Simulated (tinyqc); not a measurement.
ROHF in the sto-3g basis, for OH+, spin multiplicity 3, step by step (part 2 of 2). This run ends on a higher stationary point, not on the lowest solution. Computed by tinyqc, a small Python program that keeps every step (integrals from PySCF). Command: `OMP_NUM_THREADS=1 python tinyqc.py 21550 21551 out.jsonl` (the two numbers bound the seeds that draw the settings). One thread of a shared host (Intel(R) Xeon(R) Processor @ 2.60GHz), about 0.1 s of CPU time with the checks.

Geometry (angstrom):
```
atom,x,y,z
O,0.000000,0.000000,0.000000
H,0.000000,0.000000,1.594000
```

## Iteration 3: DIIS over 3 matrices

error matrix X^T (FDS - SDF) X:
```
,1,2,3,4,5,6
1,0.000000,0.004108,0.000000,0.000000,0.007266,-0.067519
2,-0.004108,0.000000,0.000000,0.000000,0.078948,0.117220
3,0.000000,0.000000,0.000000,0.000000,0.000000,0.000000
4,0.000000,0.000000,0.000000,0.000000,0.000000,0.000000
5,-0.007266,-0.078948,0.000000,0.000000,0.000000,0.109538
6,0.067519,-0.117220,0.000000,0.000000,-0.109538,0.000000
```

B (overlaps of the stored error matrices):
```
,1,2,3
1,4.7717277e-02,-3.1552688e-02,-2.9272062e-02
2,-3.1552688e-02,1.0115593e-01,8.5008047e-02
3,-2.9272062e-02,8.5008047e-02,7.3200848e-02
```

Minimise |sum c_i e_i|^2 with sum c_i = 1: solve [B -1; -1 0][c; lambda] = [0; -1] with B_ij = tr e_i^T e_j, and take F = sum c_i F_i.

DIIS coefficients: 0.479680  -1.163309  1.683629

extrapolated F (hartree):
```
,1O 1s,1O 2s,1O 2px,1O 2py,1O 2pz,2H 1s
1O 1s,-22.583312,-5.537735,0.000000,0.000000,-0.000569,-0.298540
1O 2s,-5.537735,-3.274284,0.000000,0.000000,-0.028395,-0.406789
1O 2px,0.000000,0.000000,-1.469110,0.005548,0.000000,0.000000
1O 2py,0.000000,0.000000,0.005548,-1.302212,0.000000,0.000000
1O 2pz,-0.000569,-0.028395,0.000000,0.000000,-1.156572,-0.233713
2H 1s,-0.298540,-0.406789,0.000000,0.000000,-0.233713,-0.441961
```

## Iteration 3: diagonalisation and new density

X:
```
,1O 1s,1O 2s,1O 2px,1O 2py,1O 2pz,2H 1s
1O 1s,1.022119,-0.124155,0.000000,0.000000,-0.001443,0.009467
1O 2s,-0.124155,1.033526,0.000000,0.000000,0.011470,-0.088962
1O 2px,0.000000,0.000000,1.000000,0.000000,0.000000,0.000000
1O 2py,0.000000,0.000000,0.000000,1.000000,0.000000,0.000000
1O 2pz,-0.001443,0.011470,0.000000,0.000000,1.011329,-0.088257
2H 1s,0.009467,-0.088962,0.000000,0.000000,-0.088257,1.022524
```

Diagonalise F' = X^T F X, C = X C', fill 5 alpha and 3 beta electrons from the bottom; D(s) = C_occ C_occ^T. Each column has its largest component positive (the first on a tie).

F' = X^T F X (hartree):
```
,1,2,3,4,5,6
1,-22.243224,-2.629909,0.000000,0.000000,-0.002753,-0.008844
2,-2.629909,-2.360077,0.000000,0.000000,-0.017741,-0.143304
3,0.000000,0.000000,-1.469110,0.005548,0.000000,0.000000
4,0.000000,0.000000,0.005548,-1.302212,0.000000,0.000000
5,-0.002753,-0.017741,0.000000,0.000000,-1.144852,-0.102748
6,-0.008844,-0.143304,0.000000,0.000000,-0.102748,-0.379747
```

orbital energies (hartree): MO1 -22.585231, MO2 -2.030909, MO3 -1.469294, MO4 -1.302027, MO5 -1.156980, MO6 -0.354780

coefficients C:
```
,MO1,MO2,MO3,MO4,MO5,MO6
1O 1s,0.997584,-0.253185,0.000000,0.000000,0.009578,0.029382
1O 2s,0.010053,1.029131,0.000000,0.000000,-0.041395,-0.175241
1O 2px,0.000000,0.000000,0.999449,0.033186,0.000000,0.000000
1O 2py,0.000000,0.000000,-0.033186,0.999449,0.000000,0.000000
1O 2pz,0.000183,0.033623,0.000000,0.000000,0.991342,-0.216378
2H 1s,-0.000849,-0.002861,0.000000,0.000000,0.042654,1.029330
```

D(alpha) after iteration 3:
```
,1O 1s,1O 2s,1O 2px,1O 2py,1O 2pz,2H 1s
1O 1s,1.059369,-0.250929,0.000000,0.000000,0.001165,0.000286
1O 2s,-0.250929,1.060926,0.000000,0.000000,-0.006433,-0.004718
1O 2px,0.000000,0.000000,1.000000,0.000000,0.000000,0.000000
1O 2py,0.000000,0.000000,0.000000,1.000000,0.000000,0.000000
1O 2pz,0.001165,-0.006433,0.000000,0.000000,0.983890,0.042188
2H 1s,0.000286,-0.004718,0.000000,0.000000,0.042188,0.001828
```

D(beta) after iteration 3:
```
,1O 1s,1O 2s,1O 2px,1O 2py,1O 2pz,2H 1s
1O 1s,1.059277,-0.250532,0.000000,0.000000,-0.008330,-0.000123
1O 2s,-0.250532,1.059213,0.000000,0.000000,0.034604,-0.002953
1O 2px,0.000000,0.000000,0.998899,-0.033167,0.000000,0.000000
1O 2py,0.000000,0.000000,-0.033167,0.001101,0.000000,0.000000
1O 2pz,-0.008330,0.034604,0.000000,0.000000,0.001131,-0.000096
2H 1s,-0.000123,-0.002953,0.000000,0.000000,-0.000096,0.000009
```

## Iteration 18 (converged): orbitals

converged F (hartree):
```
,1O 1s,1O 2s,1O 2px,1O 2py,1O 2pz,2H 1s
1O 1s,-20.856420,-5.294561,0.000000,0.000000,-0.006166,-0.287391
1O 2s,-5.294561,-2.814826,0.000000,0.000000,-0.085180,-0.427735
1O 2px,0.000000,0.000000,-0.862505,0.010662,0.000000,0.000000
1O 2py,0.000000,0.000000,0.010662,-0.541744,0.000000,0.000000
1O 2pz,-0.006166,-0.085180,0.000000,0.000000,-0.558836,-0.265946
2H 1s,-0.287391,-0.427735,0.000000,0.000000,-0.265946,-0.459038
```

As before.

F' = X^T F X (hartree):
```
,1,2,3,4,5,6
1,-20.493469,-2.648744,0.000000,0.000000,-0.004122,0.004734
2,-2.648744,-1.902306,0.000000,0.000000,-0.059564,-0.200747
3,0.000000,0.000000,-0.862505,0.010662,0.000000,0.000000
4,0.000000,0.000000,0.010662,-0.541744,0.000000,0.000000
5,-0.004122,-0.059564,0.000000,0.000000,-0.529074,-0.183900
6,0.004734,-0.200747,0.000000,0.000000,-0.183900,-0.380603
```

orbital energies (hartree): MO1 -20.863514, MO2 -1.573476, MO3 -0.862859, MO4 -0.626288, MO5 -0.541390, MO6 -0.242175

coefficients C:
```
,MO1,MO2,MO3,MO4,MO5,MO6
1O 1s,0.995118,-0.257903,0.000000,0.046105,0.000000,0.036513
1O 2s,0.019947,1.005588,0.000000,-0.206797,0.000000,-0.193042
1O 2px,0.000000,0.000000,0.999449,0.000000,0.033186,0.000000
1O 2py,0.000000,0.000000,-0.033186,0.000000,0.999449,0.000000
1O 2pz,0.000682,0.082708,0.000000,0.812708,0.000000,-0.602805
2H 1s,-0.001829,0.085936,0.000000,0.452595,0.000000,0.921476
```

D(alpha) after iteration 18:
```
,1O 1s,1O 2s,1O 2px,1O 2py,1O 2pz,2H 1s
1O 1s,1.058899,-0.249029,0.000000,0.000000,0.016817,-0.003117
1O 2s,-0.249029,1.054370,0.000000,0.000000,-0.084881,-0.007215
1O 2px,0.000000,0.000000,1.000000,0.000000,0.000000,0.000000
1O 2py,0.000000,0.000000,0.000000,1.000000,0.000000,0.000000
1O 2pz,0.016817,-0.084881,0.000000,0.000000,0.667336,0.374934
2H 1s,-0.003117,-0.007215,0.000000,0.000000,0.374934,0.212230
```

D(beta) after iteration 18:
```
,1O 1s,1O 2s,1O 2px,1O 2py,1O 2pz,2H 1s
1O 1s,1.056774,-0.239495,0.000000,0.000000,-0.020652,-0.023984
1O 2s,-0.239495,1.011605,0.000000,0.000000,0.083184,0.086380
1O 2px,0.000000,0.000000,0.998899,-0.033167,0.000000,0.000000
1O 2py,0.000000,0.000000,-0.033167,0.001101,0.000000,0.000000
1O 2pz,-0.020652,0.083184,0.000000,0.000000,0.006841,0.007106
2H 1s,-0.023984,0.086380,0.000000,0.000000,0.007106,0.007388
```

## Convergence

Stop when the energy changes by less than 1e-09 hartree and every element of the error matrix X^T (F D S - S D F) X is below 9e-06.

Course of the cycle:
```
iteration,E (hartree),change,largest element of the error matrix
1,-28.56771368,-,1.28e-01
2,-73.76643613,-4.52e+01,1.30e-01
3,-73.79100458,-2.46e-02,1.17e-01
4,-73.80591540,-1.49e-02,1.10e-01
5,-73.80758607,-1.67e-03,1.10e-01
6,-73.80881133,-1.23e-03,1.10e-01
7,-73.83277743,-2.40e-02,9.58e-02
8,-73.84960580,-1.68e-02,7.21e-02
9,-73.86741571,-1.78e-02,1.84e-02
10,-73.86920034,-1.78e-03,9.98e-03
11,-73.86935702,-1.57e-04,7.01e-03
12,-73.86948354,-1.27e-04,2.76e-03
13,-73.86950672,-2.32e-05,2.92e-04
14,-73.86950718,-4.61e-07,8.40e-05
15,-73.86950721,-2.49e-08,2.07e-05
16,-73.86950721,-5.65e-10,1.80e-05
17,-73.86950721,-1.35e-09,1.98e-07
18,-73.86950721,-9.95e-14,6.92e-08
```

PySCF ROHF in the same basis = -73.95756080 hartree

Converged in 18 iterations. But the solution lies 0.08805 hartree above the reference: it is another stationary point, not the lowest one. Reruns (cap 100 unless said): atomic densities as start, DIIS 8: converged in 7.

## Populations, bond orders and dipole

overlap S:
```
,1O 1s,1O 2s,1O 2px,1O 2py,1O 2pz,2H 1s
1O 1s,1.000000,0.236704,0.000000,0.000000,0.000000,0.012516
1O 2s,0.236704,1.000000,0.000000,0.000000,0.000000,0.167591
1O 2px,0.000000,0.000000,1.000000,0.000000,0.000000,0.000000
1O 2py,0.000000,0.000000,0.000000,1.000000,0.000000,0.000000
1O 2pz,0.000000,0.000000,0.000000,0.000000,1.000000,0.170101
2H 1s,0.012516,0.167591,0.000000,0.000000,0.170101,1.000000
```

Mulliken: Z minus the diagonal of D S on the atom; Loewdin: the same with S^(1/2) D S^(1/2); Mayer order: 2 sum_s sum (D(s) S)_ij (D(s) S)_ji over the two atoms.

Charges (e):
```
atom,Mulliken,Loewdin,Mulliken spin
1O,0.297532,0.314287,1.748015
2H,0.702468,0.685713,0.251985
```

Mayer bond orders:
```
pair,order
2-1,0.443043
```

dipole moment about the origin, x y z (debye): 0.000000  0.000000  5.300744
